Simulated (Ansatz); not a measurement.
## Molecular dynamics of N₂

input.yaml

```yaml
crystal:
  periodic: [false, false, false]
  atoms:
    - { symbol: "N", position_ang: [0.470108, -0.151823, 0.242203] }
    - { symbol: "N", position_ang: [-0.470108, 0.151823, -0.242203] }
basis:
  gaussian: { orbitals: def2-SVP }
hamiltonian:
  xc: b3lyp
md:
  timestep: 2.0
  n_steps: 300
  ensemble: nvt_langevin
  temperature: 1000.0
  initial_velocities: maxwell_boltzmann
  seed: 218052
  friction: 0.001
scf:
  lower_state_search: "off"
```

Command:

```bash
$ ansatz run input.yaml --threads 1 --pin off --max-ram 2048MiB --backend cpu --events-out ev --progress --plain --runs-dir out
```

It starts from a relaxed structure.

Output, in part (one step line in 11, the closing report, with atoms numbered from 0):

```
md step     0: t =     0.00 fs  T =   500.0 K  F+E_penalty+E_count = -2977.99282022 eV  E_kin = 0.129260 eV  (11 SCF iters)
md step    11: t =    22.00 fs  T =   160.6 K  F+E_penalty+E_count = -2977.85441347 eV  E_kin = 0.041518 eV  (11 SCF iters)
md step    22: t =    44.00 fs  T =   450.0 K  F+E_penalty+E_count = -2977.92012457 eV  E_kin = 0.116335 eV  (15 SCF iters)
md step    33: t =    66.00 fs  T =   487.6 K  F+E_penalty+E_count = -2977.90875325 eV  E_kin = 0.126054 eV  (15 SCF iters)
md step    44: t =    88.00 fs  T =   135.7 K  F+E_penalty+E_count = -2977.87721204 eV  E_kin = 0.035090 eV  (16 SCF iters)
md step    55: t =   110.00 fs  T =   422.3 K  F+E_penalty+E_count = -2977.98938366 eV  E_kin = 0.109176 eV  (13 SCF iters)
md step    66: t =   132.00 fs  T =   164.1 K  F+E_penalty+E_count = -2977.87952691 eV  E_kin = 0.042413 eV  (16 SCF iters)
md step    77: t =   154.00 fs  T =   353.6 K  F+E_penalty+E_count = -2977.97474162 eV  E_kin = 0.091422 eV  (16 SCF iters)
md step    88: t =   176.00 fs  T =   373.1 K  F+E_penalty+E_count = -2977.95756803 eV  E_kin = 0.096444 eV  (12 SCF iters)
md step    99: t =   198.00 fs  T =   147.6 K  F+E_penalty+E_count = -2977.90663031 eV  E_kin = 0.038168 eV  (16 SCF iters)
md step   110: t =   220.00 fs  T =   514.7 K  F+E_penalty+E_count = -2977.98887058 eV  E_kin = 0.133072 eV  (16 SCF iters)
md step   121: t =   242.00 fs  T =   220.4 K  F+E_penalty+E_count = -2977.89834291 eV  E_kin = 0.056985 eV  (16 SCF iters)
md step   132: t =   264.00 fs  T =   412.4 K  F+E_penalty+E_count = -2977.96937148 eV  E_kin = 0.106619 eV  (16 SCF iters)
md step   143: t =   286.00 fs  T =   467.5 K  F+E_penalty+E_count = -2977.93861319 eV  E_kin = 0.120848 eV  (16 SCF iters)
md step   154: t =   308.00 fs  T =   451.6 K  F+E_penalty+E_count = -2977.92218576 eV  E_kin = 0.116752 eV  (16 SCF iters)
md step   165: t =   330.00 fs  T =   786.2 K  F+E_penalty+E_count = -2977.99245484 eV  E_kin = 0.203238 eV  (13 SCF iters)
md step   176: t =   352.00 fs  T =   352.7 K  F+E_penalty+E_count = -2977.90004485 eV  E_kin = 0.091176 eV  (16 SCF iters)
md step   187: t =   374.00 fs  T =   682.2 K  F+E_penalty+E_count = -2977.98490499 eV  E_kin = 0.176360 eV  (16 SCF iters)
md step   198: t =   396.00 fs  T =   347.3 K  F+E_penalty+E_count = -2977.89720835 eV  E_kin = 0.089771 eV  (15 SCF iters)
md step   209: t =   418.00 fs  T =   301.7 K  F+E_penalty+E_count = -2977.87963399 eV  E_kin = 0.077994 eV  (15 SCF iters)
md step   220: t =   440.00 fs  T =   468.9 K  F+E_penalty+E_count = -2977.95780778 eV  E_kin = 0.121210 eV  (15 SCF iters)
md step   231: t =   462.00 fs  T =   228.7 K  F+E_penalty+E_count = -2977.81743198 eV  E_kin = 0.059121 eV  (16 SCF iters)
md step   242: t =   484.00 fs  T =   837.7 K  F+E_penalty+E_count = -2977.97856467 eV  E_kin = 0.216558 eV  (12 SCF iters)
md step   253: t =   506.00 fs  T =   497.4 K  F+E_penalty+E_count = -2977.80772792 eV  E_kin = 0.128582 eV  (15 SCF iters)
md step   264: t =   528.00 fs  T =   706.8 K  F+E_penalty+E_count = -2977.91499740 eV  E_kin = 0.182723 eV  (16 SCF iters)
md step   275: t =   550.00 fs  T =  1011.8 K  F+E_penalty+E_count = -2977.96346689 eV  E_kin = 0.261573 eV  (15 SCF iters)
md step   286: t =   572.00 fs  T =   286.7 K  F+E_penalty+E_count = -2977.67483542 eV  E_kin = 0.074121 eV  (15 SCF iters)
md step   297: t =   594.00 fs  T =  1474.8 K  F+E_penalty+E_count = -2977.98754062 eV  E_kin = 0.381274 eV  (15 SCF iters)
md step   300: t =   600.00 fs  T =  1249.5 K  F+E_penalty+E_count = -2977.85387194 eV  E_kin = 0.323016 eV  (13 SCF iters)
Total energy: -2977.85397020 eV, -109.4341149431 hartree
Atom 0 at     1.770470     0.646236     0.062664 Å, force     5.297300    -0.519317     2.785454 eV/Å
Atom 1 at     2.779497     0.547316     0.593236 Å, force    -5.297300     0.519317    -2.785454 eV/Å
Dipole moment:     0.000000    -0.000000     0.000000 e Å
```

All steps were run. The mean temperature of the second half is 42 % below the set value. A run of 0.6 ps of so small a system gives no equilibrium averages.

The same pairs are bonded in the first frame and the last. Pairs count as bonded within 1.25 times the sum of covalent radii (0.12 Å more for H–H).

Last frame:

```xyz
2
Properties=species:S:1:pos:R:3
N 1.770 0.646 0.063
N 2.780 0.547 0.593
```

Run time: 37 s on 1 thread of Intel(R) Xeon(R) 6975P-C (Granite Rapids) (shared host), peak memory 0.091 GiB.
